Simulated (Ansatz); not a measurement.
# AlH₂LiO: functionals against CCSD(T) at one geometry

The task here is to estimate one member of a computed series from the others.

Program: Ansatz 0.2.0, Gaussian basis. Level of theory: single points in def2-TZVPP. These are calculated values, not measurements.

Cores are frozen in the correlated methods. The outer core shell of Li, Na, Mg and K is correlated.

## Where the work starts

SMILES `[Li][O][AlH2]`, 5 atoms, charge 0, spin multiplicity 1.

Atoms are counted from 1 here; the program's logs count them from 0.

Bond lengths: Li1–O2 1.609 Å, O2–Al3 1.615 Å, Al3–H4 1.518 Å, Al3–H5 1.547 Å. Angles: Li1–O2–Al3 176.8°, O2–Al3–H4 118.5°, O2–Al3–H5 122.0°, H4–Al3–H5 119.3°.

Coordinates:

```xyz
5
AlH2LiO
Li   -1.3936   -0.2032    2.0929
O    -0.5462   -0.1013    0.7294
Al    0.3176    0.0871   -0.6218
H     0.0682   -0.8618   -1.7804
H     1.4435    1.1413   -0.7348
```

The first run:

Input file run/in.yaml:

```yaml
crystal:
  periodic: [false, false, false]
  atoms:
    - {symbol: Li, position_ang: [-1.393600, -0.203200, 2.092900]}
    - {symbol: O, position_ang: [-0.546200, -0.101300, 0.729400]}
    - {symbol: Al, position_ang: [0.317600, 0.087100, -0.621800]}
    - {symbol: H, position_ang: [0.068200, -0.861800, -1.780400]}
    - {symbol: H, position_ang: [1.443500, 1.141300, -0.734800]}
basis:
  gaussian: {orbitals: def2-TZVPP}
correlation: {method: ccsd_t}
output: {forces: true}
```

No record of the launch command was kept for these runs.

Steps of the session up to this table: CCSD(T)/def2-TZVPP; PBE0-D4/def2-TZVPP; wB97M-V/def2-TZVPP; r2SCAN-D4/def2-TZVPP; PBE-D4/def2-TZVPP; BHLYP-D4/def2-TZVPP; revPBE-D4/def2-TZVPP.

One table of the session follows, with a row left open; its other results are not shown here.

| method | RMS force component (eV/Å) | angle to CCSD(T) forces (°) | dipole (D) |
| --- | --- | --- | --- |
| CCSD(T) | 0.630 | reference | 6.89 |
| PBE0-D4 | ? | ? | ? |
| wB97M-V | 0.586 | 3.0 | 6.75 |
| r2SCAN-D4 | 0.590 | 4.1 | 6.89 |
| PBE-D4 | 0.733 | 3.8 | 6.73 |
| BHLYP-D4 | 0.484 | 13.4 | 6.72 |
| revPBE-D4 | 0.769 | 3.8 | 6.75 |

Estimate the missing values for PBE0-D4.

The run gave: RMS force component (eV/Å): 0.589; angle to CCSD(T) forces (°): 8.1; dipole (D): 6.77. In the column «RMS force component (eV/Å)» it lies between wB97M-V (0.586) and r2SCAN-D4 (0.590).
